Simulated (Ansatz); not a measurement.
# BH− (quartet): wave-function methods side by side at distance B1–H2 = 1.352 Å, aug-cc-pVTZ

The task here is to estimate one member of a computed series from the others.

The runs use Ansatz 0.2.0, Gaussian basis; aug-cc-pVTZ, core rule «outside noble gas», up to 1 orbitals frozen.

The runs, in order: UHF; CCSD(T) on ROHF; CCSD(T) on UHF; BCCD(T) on ROHF; CCSDT(Q) on ROHF; CCSDT(Q) on UHF; CASSCF and MRCISD+Q, 5 electrons in 5 orbitals; CASSCF and NEVPT2, 5 electrons in 5 orbitals.

9 further runs of the same task are left out: 9 that didn't finish.

## What is computed

The geometry derives from a PBE0/def2-TZVPD stationary point (not a proven minimum). One bond is set to the value named and the two fragments are kept rigid.

2 atoms, charge -1, spin multiplicity 4.

Atoms are counted from 1 here; the program's logs count them from 0.

Bond lengths: B1–H2 1.352 Å.

Set-up of the first run:

The input, in.yaml:

```yaml
crystal:
  periodic: [false, false, false]
  atoms:
    - {symbol: B, position_ang: [0.000000, 0.000000, 0.000000]}
    - {symbol: H, position_ang: [0.000000, 0.000000, 1.352000]}
basis:
  gaussian: {orbitals: aug-cc-pVTZ}
total_charge: -1
magnetization: {spin_polarized: true, initial_magnetization: 3}
hamiltonian: {xc: hf}
output: {orbitals: {seedname: orbitals}}
```

Run with:

```console
> ansatz run in.yaml --threads 1 --pin off --events-out ev --progress --plain --max-ram 2816MiB --backend cpu
```

Steps of the session up to this table: UHF; CCSD(T) on ROHF; CCSD(T) on UHF; BCCD(T) on ROHF; CCSDT(Q) on ROHF; CCSDT(Q) on UHF; CASSCF and MRCISD+Q, 5 electrons in 5 orbitals; CASSCF and NEVPT2, 5 electrons in 5 orbitals.

One of the session's tables, all rows but one given; the rest of the session is left out.

| method | from UCCSDT(Q) (kcal/mol) |
| --- | --- |
| ROHF | +57.77 |
| UHF | ? |
| RMP2 | +12.74 |
| UMP2 | +12.86 |
| RCCSD | +2.74 |
| UCCSD | +2.74 |
| RCCSD(T) | +0.60 |
| UCCSD(T) | +0.60 |
| BCCD(T) | +0.60 |
| RCCSDT | +0.09 |
| UCCSDT | +0.08 |
| RCCSDT(Q) | +0.01 |
| UCCSDT(Q) | 0 |
| CASSCF valence | +46.56 |
| NEVPT2 valence | +14.38 |
| MRCISD valence | +3.37 |
| MRCISD+Q valence | +1.10 |

**Question.** Estimate the row for UHF.

The run gave: from UCCSDT(Q) (kcal/mol): +57.24. In the column «from UCCSDT(Q) (kcal/mol)» it lies between CASSCF valence (+46.56) and ROHF (+57.77).

Some runs used a GPU and others CPU threads alone; cost is compared among the CPU runs only.

Among the levels timed on like hardware, those that no quicker one beats, quickest first: NEVPT2 valence (3.1 s, +14.38 kcal/mol); BCCD(T) (6 s, +0.60 kcal/mol); UCCSD(T) (8.5 s, +0.60 kcal/mol).

To keep in mind: Of the multireference levels listed MRCISD+Q valence comes nearest in total energy (+1.10 kcal/mol), which doesn't show that its space is the better one. Restricted and unrestricted rows rest on different reference determinants; where their highest levels disagree by more than a few hundredths of an eV, they describe different states and don't form one ladder.
